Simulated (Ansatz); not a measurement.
Geometry optimisation, Ansatz, RKS B3LYP-D4/6-31G.

Input file:

```yaml
crystal:
  periodic: [false, false, false]
  atoms:
    - { symbol: "N", position_ang: [-0.82392, 0.5534, 0.58007] }
    - { symbol: C, position_ang: [0.18911, -0.19293, 0.12063] }
    - { symbol: S, position_ang: [1.06345, -1.20619, 1.05565] }
    - { symbol: S, position_ang: [0.49507, 0.0313, -1.61091] }
    - { symbol: H, position_ang: [-1.08018, 0.47991, 1.55054] }
    - { symbol: H, position_ang: [-1.3533, 1.15621, -0.02801] }
    - { symbol: H, position_ang: [1.50976, -0.82169, -1.66798] }
basis:
  gaussian: { orbitals: "6-31G" }
hamiltonian:
  xc: b3lyp
  dispersion: d4
relax:
  f_tol: 0.02
  max_steps: 40
```

Command:

```bash
$ ansatz run input.yaml --threads 1 --pin off --max-ram 2048MiB --backend cpu --events-out ev --progress --plain --runs-dir out
```

Question: Where does it end, and by what steps?

Answer: The run converged. Limits of this set-up: no polarisation functions. After 5 steps the energy has fallen by 0.184 eV; S3 moved furthest, 0.08 Å.

```tsv
step	energy less start (eV)	largest force component (eV/Å)	accepted
0	0.0000	1.706	yes
1	-0.1428	0.815	yes
2	-0.1805	0.306	yes
3	-0.1839	0.056	yes
4	-0.1839	0.070	no
5	-0.1841	0.006	yes
```

```xyz
7
Properties=species:S:1:pos:R:3
N -0.844 0.555 0.584
C 0.184 -0.198 0.145
S 1.095 -1.250 1.119
S 0.491 0.050 -1.665
H -1.101 0.502 1.559
H -1.367 1.172 -0.021
H 1.541 -0.831 -1.721
```

Whether the end is a true minimum wasn't checked by a vibrational analysis.

Run time: 14 s on 1 thread of Arm Neoverse V2, with other jobs on the host, peak memory 0.12 GiB.
